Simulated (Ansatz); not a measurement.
```xyz
2

B     0.0000    0.0000    0.0000
O     0.0000    0.0000    1.3255
```

Basis set: def2-SVP (spherical functions). Left uncorrelated: 2 orbitals. Correlation on ROHF uses semicanonical orbitals with singles. Charge 0, multiplicity 2.

Computed with Ansatz (development build ahead of 0.2.0); each method stands on the lowest determinant of its kind that the runs found.

Q: Give the vertical ionization energy (product with multiplicity 1 at the same shape, open shells in the same class of orbitals) of doublet BO by ROHF-CCSD(T), UHF-CCSD(T), ROHF-MP2, UHF-MP2, ROHF, UHF.

A:

| method | ionization energy |
| --- | --- |
| ROHF-CCSD(T) | 12.75 eV |
| UHF-CCSD(T) | 12.99 eV |
| ROHF-MP2 | 12.56 eV |
| UHF-MP2 | 13.15 eV |
| ROHF | 13.50 eV |
| UHF | 10.96 eV |

Caution for ROHF-CCSD(T), ROHF-MP2, ROHF: an unrestricted determinant lies well below. Caution for UHF-CCSD(T), UHF-MP2: a plain start can end on a higher determinant; another reference gives a lower total. Caution for UHF-CCSD(T), UHF-MP2, UHF: the unrestricted determinant is a mixture of spin states.
